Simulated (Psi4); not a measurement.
Psi4 input (wB97X-D/6-311+G**):

```
memory 1500 MB

molecule {
-1 1
C    -0.52121597    0.09785177    0.02418323
O     0.77519218   -0.14553262   -0.03596714
H    -1.01292923    0.00621803    1.05553155
H    -0.86240922    1.14299440   -0.30004212
H    -1.19890323   -0.57206207   -0.61285166
symmetry c1
no_reorient
no_com
}

set {
  basis 6-311+G**
  reference rks
  scf_type pk
  dft_radial_points 99
  dft_spherical_points 590
  e_convergence 1e-8
  d_convergence 1e-7
  maxiter 150
}

e = energy('wb97x-d')
print_out(f'\nFINAL {e:.10f} DIPOLE {variable("CURRENT DIPOLE")[0]:.6f} {variable("CURRENT DIPOLE")[1]:.6f} {variable("CURRENT DIPOLE")[2]:.6f}\n')
```

Output:

```
   => Loading Basis Set <=

    Name: 6-311+G**
    Role: ORBITAL
    Keyword: BASIS
    atoms 1   entry C          line   129 file 6-311pgss.gbs
    atoms 2   entry O          line   171 file 6-311pgss.gbs
    atoms 3-5 entry H          line    42 file 6-311pgss.gbs

   => WB97X-D: Empirical Dispersion <=

    Chai and Head-Gordon Dispersion Correction
    Chai, J.-D.; Head-Gordon, M. (2010), J. Chem. Phys., 132: 6615-6620

        s6 =       1.000000

         ---------------------------------------------------------
                                   SCF
               by Justin Turney, Rob Parrish, Andy Simmonett
                          and Daniel G. A. Smith
                              RKS Reference
         ---------------------------------------------------------

  ==> Geometry <==

    Molecular point group: c1
    Full point group: C1

    Geometry (in Angstrom), charge = -1, multiplicity = 1:

       Center              X                  Y                   Z               Mass
    ------------   -----------------  -----------------  -----------------  -----------------
         C           -0.521215970000     0.097851770000     0.024183230000    12.000000000000
         O            0.775192180000    -0.145532620000    -0.035967140000    15.994914619570
         H           -1.012929230000     0.006218030000     1.055531550000     1.007825032230
         H           -0.862409220000     1.142994400000    -0.300042120000     1.007825032230
         H           -1.198903230000    -0.572062070000    -0.612851660000     1.007825032230

  Running in c1 symmetry.

  Rotational constants: A =      5.30587  B =      0.92445  C =      0.92445 [cm^-1]
  Rotational constants: A = 159066.01897  B =  27714.21193  C =  27714.21189 [MHz]
  Nuclear repulsion =   34.487191302859785

  Charge       = -1
  Multiplicity = 1
  Electrons    = 18
  Nalpha       = 9
  Nbeta        = 9

  ==> Algorithm <==

  SCF Algorithm Type is PK.
  DIIS enabled.
  MOM disabled.
  Fractional occupation disabled.
  Guess Type is SAD.
  Energy threshold   = 1.00e-08
  Density threshold  = 1.00e-07
  Integral threshold = 1.00e-12

  ==> Primary Basis <==

  Basis Set: 6-311+G**
    Blend: 6-311+G**
    Number of shells: 32
    Number of basis functions: 62
    Number of Cartesian functions: 64
    Spherical Harmonics?: true
    Max angular momentum: 2

  ==> DFT Potential <==

   => LibXC <=

    Version 7.1.2
    S. Lehtola, C. Steigemann, M. J. T. Oliveira, and M. A. L. Marques,  SoftwareX 7, 1–5 (2018) (10.1016/j.softx.2017.11.002)

   => Composite Functional: WB97X-D <=

    wB97X-D Hyb-GGA Exchange-Correlation Functional

    J.-D. Chai and M. Head-Gordon,  Phys. Chem. Chem. Phys. 10, 6615–6620 (2008) (10.1039/B810189B)

    Deriv               =              1
    GGA                 =           TRUE
    Meta                =          FALSE

    Exchange Hybrid     =           TRUE
    MP2 Hybrid          =          FALSE

   => Exchange-Correlation Functionals <=

    1.0000   wB97X-D range-separated functional

   => Exact (HF) Exchange <=

    0.7780            HF,LR [omega = 0.2000]
    0.2220               HF

   => LibXC Density Thresholds  <==

    XC_HYB_GGA_XC_WB97X_D:  1.00E-14

   => Molecular Quadrature <=

    Radial Scheme          =       TREUTLER
    Pruning Scheme         =           NONE
    Nuclear Scheme         =       TREUTLER

    Blocking Scheme        =         OCTREE
    BS radius alpha        =              1
    Pruning alpha          =              1
    Radial Points          =             99
    Spherical Points       =            590
    Total Points           =         282882
    Total Blocks           =           2095
    Max Points             =            256
    Max Functions          =             62
    Weights Tolerance      =       1.00E-15

  ==> Integral Setup <==

  Using in-core PK algorithm.
   Calculation information:
      Number of atoms:                   5
      Number of AO shells:              32
      Number of primitives:             56
      Number of atomic orbitals:        64
      Number of basis functions:        62

      Integral cutoff                 1.00e-12
      Number of threads:                 1

  Performing in-core PK
  Using 5724243 doubles for integral storage.
  We computed 139600 shell quartets total.
  Whereas there are 139656 unique shell quartets.

  Computing range-separated integrals for PK
  We computed 139600 wK shell quartets total.
  Whereas there are 139656 wK unique shell quartets.

  ==> DiskJK: Disk-Based J/K Matrices <==

    J tasked:                  Yes
    K tasked:                  Yes
    wK tasked:                 Yes
    Omega:               2.000E-01
    Schwarz Cutoff:          1E-12


  Cached 100.0% of DFT collocation blocks in 0.463 [GiB].

  Minimum eigenvalue in the overlap matrix is 4.5233984133E-03.
  Reciprocal condition number of the overlap matrix is 6.5478420505E-04.
    Using symmetric orthogonalization.

  ==> Pre-Iterations <==

  SCF Guess: Superposition of Atomic Densities via on-the-fly atomic UHF (no occupation information).

   -------------------------
    Irrep   Nso     Nmo
   -------------------------
     A         62      62
   -------------------------
    Total      62      62
   -------------------------

  ==> Iterations <==

                        Total Energy        Delta E     RMS |[F,P]|

   @RKS iter SAD:  -114.40645219985831   -1.14406e+02   0.00000e+00
   @RKS iter   1:  -114.76569033713766   -3.59238e-01   1.36451e-02 DIIS/ADIIS
   @RKS iter   2:  -110.45228626470531    4.31340e+00   3.27685e-02 DIIS/ADIIS
   @RKS iter   3:  -115.06512967272394   -4.61284e+00   3.87281e-03 DIIS/ADIIS
   @RKS iter   4:  -115.09120209409048   -2.60724e-02   1.83913e-03 DIIS/ADIIS
   @RKS iter   5:  -115.09811675192843   -6.91466e-03   4.80484e-04 DIIS/ADIIS
   @RKS iter   6:  -115.09857101146515   -4.54260e-04   2.06642e-04 DIIS/ADIIS
   @RKS iter   7:  -115.09864271685356   -7.17054e-05   5.84685e-05 DIIS
   @RKS iter   8:  -115.09865037499476   -7.65814e-06   1.01350e-05 DIIS
   @RKS iter   9:  -115.09865082074076   -4.45746e-07   1.98238e-06 DIIS
   @RKS iter  10:  -115.09865084971419   -2.89734e-08   6.16316e-07 DIIS
   @RKS iter  11:  -115.09865085316289   -3.44870e-09   8.43759e-08 DIIS
  Energy and wave function converged.

  ==> Post-Iterations <==

   Electrons on quadrature grid:
      Ntotal   =   17.9999999663 ; deviation = -3.372e-08

    Orbital Energies [Eh]
    ---------------------

    Doubly Occupied:

       1A    -18.903535     2A    -10.091501     3A     -0.785664
       4A     -0.486233     5A     -0.263513     6A     -0.263512
       7A     -0.207924     8A     -0.041289     9A     -0.041289

    Virtual:

      10A      0.221025    11A      0.258767    12A      0.258767
      13A      0.263867    14A      0.426082    15A      0.426082
      16A      0.429505    17A      0.469520    18A      0.494627
      19A      0.494627    20A      0.546277    21A      0.626167
      22A      0.710595    23A      0.710595    24A      0.874809
      25A      0.874809    26A      0.884089    27A      0.959238
      28A      1.180393    29A      1.338035    30A      1.338037
      31A      1.402883    32A      1.483180    33A      1.483181
      34A      1.779914    35A      1.834261    36A      1.853203
      37A      1.853209    38A      1.948468    39A      1.948470
      40A      2.000899    41A      2.370006    42A      2.370006
      43A      2.486856    44A      2.637955    45A      2.698511
      46A      2.698514    47A      2.841721    48A      2.841721
      49A      3.082252    50A      3.272223    51A      3.272223
      52A      3.567413    53A      3.680325    54A      3.680326
      55A      3.994277    56A      3.994278    57A      4.404888
      58A      5.444746    59A      5.444746    60A      6.037291
      61A     24.202511    62A     50.350368

    Final Occupation by Irrep:
              A
    DOCC [     9 ]
    NA   [     9 ]
    NB   [     9 ]

  @RKS Final Energy:  -115.09865085316289

   => Energetics <=

    Nuclear Repulsion Energy =             34.4871913028597845
    One-Electron Energy =                -229.8747533431852617
    Two-Electron Energy =                  90.8164040475052730
    DFT Exchange-Correlation Energy =     -10.5271138521819143
    Empirical Dispersion Energy =          -0.0003790081607916
    VV10 Nonlocal Energy =                  0.0000000000000000
    Total Energy =                       -115.0986508531628942

Computation Completed

Properties will be evaluated at   0.000000,   0.000000,   0.000000 [a0]

Properties computed using the SCF density matrix

 Multipole Moments:

 ------------------------------------------------------------------------------------
     Multipole            Electronic (a.u.)      Nuclear  (a.u.)        Total (a.u.)
 ------------------------------------------------------------------------------------

 L = 1.  Multiply by 2.5417464519 to convert [e a0] to [Debye]
 Dipole X            :         -0.9482729           -0.0000001           -0.9482730
 Dipole Y            :          0.1780282            0.0000000            0.1780283
 Dipole Z            :          0.0440039            0.0000001            0.0440040
 Magnitude           :                                                    0.9658427

 ------------------------------------------------------------------------------------

FINAL -115.0986508532 DIPOLE -0.948273 0.178028 0.044004

*** Psi4 exiting successfully. Buy a developer a beer!
```

The dipole moment of an ion depends on the origin.
